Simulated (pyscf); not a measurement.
Elementary routes open to O=Ge=O + methane (CH₄) in the gas phase (singlet surface):
A. H₃C–Ge(=O)–OH (C–H broken; C–Ge, H–O formed)
B. H₃C–O–GeH=O (C–H broken; Ge–H, C–O formed)

PySCF, gas phase, ωB97X-D3(BJ)/def2-SVP geometries. MP2 and CC: frozen core, UHF for open shells. ΔMP2 is the change of the MP2 total energy from the triple- to the quadruple-zeta basis.

### Question
Rank the routes by free-energy barrier at 1200 K, lowest first, for CCSD(T)/def2-TZVPP + ΔMP2(QZVPP) energies (ideal gas, 1 atm, RRHO with modes under 100 cm⁻¹ raised to 100, one conformer, R ln 2 for chiral ones without a mode under 150 cm⁻¹).

### Answer
A (2.64 eV), B (4.41 eV)

Route A is the fastest of these, ahead of the next by 1.77 eV. The most stable products are those of A (ΔG = -0.46 eV), so kinetics and thermodynamics agree. At 298 K A is still the fastest. A: On the product side the descent ends in a point that may be a rotor saddle (no frequency run), 0.19 eV over the lowest minimum found and 3.04 eV under the saddle at ωB97X-D3(BJ)/def2-TZVP. B: On the product side the descent ends in a point that may be a rotor saddle (no frequency run), 0.13 eV over the lowest minimum found and 3.97 eV under the saddle at ωB97X-D3(BJ)/def2-TZVP. Only these routes are compared; each barrier is that of the saddle found, and lower ones may exist. The CCSD(T) − MP2 part came from Ansatz, without density fitting, on the same reference. The largest closed-shell T1 diagnostic is 0.030, which may signal static correlation. The frozen core leaves the outer d or s,p core shells of the metals and heavy elements correlated in the MP2 and CC values, and def2-TZVPP describes them poorly, which can shift differences by a few kcal/mol. Elements up to Kr have no core potential and no relativistic terms here.
